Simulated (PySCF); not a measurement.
How methods differ on the ionisation energy of S

S [Ne] 3s2 3p4 (3P) → S+ [Ne] 3s2 3p3 (4S), as a difference of total energies. All numbers are calculated (PySCF 2.14, scalar relativity by spin-free X2C-1e, in aug-cc-pCVTZ-DK). Correlated levels: nothing frozen. The calculations carry no spin-orbit coupling.

```tsv
method	ionisation energy (eV)
UHF	9.223
MP2 (all electrons)	9.999
SCS-MP2 (all electrons)	10.075
CCSD (all electrons)	10.109
CCSD(T) (all electrons)	10.151
```

A first-order spin-orbit estimate (lowest level to lowest level, LS coupling) adds 0.023 eV.

Errors of the correlated levels include the incompleteness of this basis.

Task: Which method comes closest to the reference value, and which is furthest?

Result: The reference is 10.360 eV (measured; NIST Atomic Spectra Database, ionization energies). Closest: CCSD(T) (all electrons) (error -0.186 eV); furthest: UHF (error -1.114 eV), both after the spin-orbit estimate.
